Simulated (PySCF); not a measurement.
# BCl (SMILES [B]Cl): MP2/def2-SVP

What is the vertical ionisation energy of BCl at MP2/def2-SVP? The job is set up through a Python script.

The results are computed with PySCF 2.14.0.

### Step 1. The molecule

BCl: 2 atoms, total charge 0, spin state singlet. SMILES: `[B]Cl`. Geometry: relaxed at PBE0-D4/def2-TZVP.

Bond lengths: B1–Cl2 1.718 Å.

### Step 2. The energy at MP2/def2-SVP

Contents of geometry.xyz:

```xyz
2

B      0.000000     0.000000    -0.069660
Cl     0.000000     0.000000     1.648190
```

Contents of run.py:

```python
# BCl
from pyscf import gto, scf, mp

mol = gto.Mole()
mol.atom = 'geometry.xyz'
mol.verbose = 4
mol.charge = 0
mol.max_memory = 1860
mol.spin = 0
mol.basis = 'def2-svp'
mol.build()

mf = scf.RHF(mol)
mf.conv_tol = 1e-10
mf.kernel()
if not mf.converged:
    mf = mf.newton().run(mf.mo_coeff, mf.mo_occ)

pt = mp.MP2(mf, frozen=6).run()
etot = pt.e_tot
print('Final energy', etot)
```

Run with:

```
$ OMP_NUM_THREADS=1 python run.py
```

The log of the run:

```text
PySCF version 2.14.0

[INPUT] num. atoms = 2
[INPUT] num. electrons = 22
[INPUT] charge = 0
[INPUT] spin (= nelec alpha-beta = 2S) = 0
[INPUT] symmetry False subgroup None
[INPUT] Mole.unit = angstrom
[INPUT] Symbol           X                Y                Z      unit          X                Y                Z       unit  Magmom
[INPUT]  1 B      0.000000000000   0.000000000000  -0.069660000000 AA    0.000000000000   0.000000000000  -0.131638321837 Bohr   0.0
[INPUT]  2 Cl     0.000000000000   0.000000000000   1.648190000000 AA    0.000000000000   0.000000000000   3.114627701247 Bohr   0.0

nuclear repulsion = 26.183929288471
number of shells = 14
number of NR pGTOs = 60
number of NR cGTOs = 32
basis = def2-svp
ecp = {}

******** <class 'pyscf.scf.hf.RHF'> ********
method = RHF
initial guess = minao
damping factor = 0
level_shift factor = 0
DIIS = <class 'pyscf.scf.diis.CDIIS'>
diis_start_cycle = 1
diis_space = 8
diis_damp = 0
SCF conv_tol = 1e-10
SCF conv_tol_grad = None
SCF max_cycles = 50
direct_scf = True
direct_scf_tol = 1e-13
Set gradient conv threshold to 1e-05
Initial guess from minao.
init E= -484.009034462625
  HOMO = -0.242249166276377  LUMO = 0.0434185621663154  gap/eV = 7.77341
cycle= 1 E= -483.931386191432  delta_E= 0.0776  |g|= 0.259  |ddm|= 1.32
  HOMO = -0.408623258625613  LUMO = 0.0395617467348181  gap/eV = 12.19574
cycle= 2 E= -483.956077064486  delta_E= -0.0247  |g|= 0.122  |ddm|= 0.488
  HOMO = -0.376729551012695  LUMO = 0.0703189395685347  gap/eV = 12.16481
cycle= 3 E= -483.961081244971  delta_E= -0.005  |g|= 0.0263  |ddm|= 0.172
  HOMO = -0.374782011534219  LUMO = 0.0737263827858863  gap/eV = 12.20454
cycle= 4 E= -483.96168182226  delta_E= -0.000601  |g|= 0.00657  |ddm|= 0.0903
  HOMO = -0.376226197928711  LUMO = 0.0720566568925504  gap/eV = 12.19840
cycle= 5 E= -483.961723906515  delta_E= -4.21e-05  |g|= 0.00179  |ddm|= 0.0236
  HOMO = -0.376178394513635  LUMO = 0.07202070587648  gap/eV = 12.19612
cycle= 6 E= -483.961726802031  delta_E= -2.9e-06  |g|= 0.000501  |ddm|= 0.0052
  HOMO = -0.376134893126758  LUMO = 0.0720530609425605  gap/eV = 12.19582
cycle= 7 E= -483.961727035784  delta_E= -2.34e-07  |g|= 7.23e-05  |ddm|= 0.00141
  HOMO = -0.376135688519873  LUMO = 0.0720532076255435  gap/eV = 12.19584
cycle= 8 E= -483.961727039254  delta_E= -3.47e-09  |g|= 8.88e-06  |ddm|= 0.00021
  HOMO = -0.376137063283676  LUMO = 0.0720522696977939  gap/eV = 12.19585
cycle= 9 E= -483.961727039315  delta_E= -6.07e-11  |g|= 1.11e-06  |ddm|= 3.76e-05
  HOMO = -0.376136896916877  LUMO = 0.0720523897008492  gap/eV = 12.19585
Extra cycle  E= -483.961727039316  delta_E= -1.36e-12  |g|= 3.87e-07  |ddm|= 5.1e-06
converged SCF energy = -483.961727039316

******** <class 'pyscf.mp.mp2.RMP2'> ********
nocc = 5, nmo = 26
frozen orbitals 6
E(RMP2) = -484.156767129798  E_corr = -0.195040090482068
E(SCS-RMP2) = -484.154423456962  E_corr = -0.192696417646273
E_corr(same-spin) = -0.0477134895371644
E_corr(oppo-spin) = -0.147326600944904
Final energy -484.15676712979825
```

Run time: 0.78 s. Hardware: 1 thread of Arm Neoverse V1, shared host; peak memory 0.12 GiB.

### Step 3. The doublet cation

Contents of job.py:

```python
from pyscf import gto, mp

system = gto.Mole()
system.atom = [
    ('B', (-0.000000, -0.000000, -0.069660)),
    ('Cl', (0.000000, 0.000000, 1.648190)),
]
system.basis = 'def2-svp'
system.verbose = 3
system.charge = 1
system.max_memory = 1860
system.spin = 1
system.build()

mf = system.UHF()
mf.conv_tol = 1e-10
mf.kernel()
if not mf.converged:
    mf = mf.newton().run(mf.mo_coeff, mf.mo_occ)

pt = mp.MP2(mf, frozen=6).run()
etot = pt.e_tot
print('E(%s) = %.9f' % ('MP2', etot))
```

Run with:

```
$ OMP_NUM_THREADS=1 python job.py
```

The log of the run:

```text
converged SCF energy = -483.631627088501  <S^2> = 0.75990385  2S+1 = 2.0098794
E(UMP2) = -483.805647863694  E_corr = -0.174020775192588
E(SCS-UMP2) = -483.79984738952  E_corr = -0.168220301018673
E(MP2) = -483.805647864
```

Run time: 0.8 s. Hardware: 1 thread of Arm Neoverse V1, shared host; peak memory 0.12 GiB.

### Step 4. What came out

Level: MP2/def2-SVP, 6 core orbitals frozen.

| quantity | value |
| --- | --- |
| singlet BCl: total energy | -484.15677 Eh |
| singlet BCl: dipole moment (Hartree–Fock density) | 1.54 D |
| singlet BCl: HOMO energy (Hartree–Fock orbitals) | -10.24 eV |
| singlet BCl: LUMO energy (Hartree–Fock orbitals) | 1.96 eV |
| singlet BCl: HOMO–LUMO gap (Hartree–Fock orbitals) | 12.20 eV |
| singlet BCl: correlation energy (6 core orbitals frozen) | -195.0 mEh |
| doublet cation: total energy | -483.80565 Eh |
| doublet cation: HOMO energy (Hartree–Fock orbitals) (highest over α and β) | -21.30 eV |
| doublet cation: LUMO energy (Hartree–Fock orbitals) (lowest over α and β) | -7.90 eV |
| doublet cation: correlation energy (6 core orbitals frozen) | -174.0 mEh |
| doublet cation: ⟨S²⟩ of the reference determinant | 0.760 |
| vertical ionisation energy (to the doublet cation) | 9.554 eV |

In words: The vertical ionisation energy comes to 9.55 eV (220 kcal/mol).
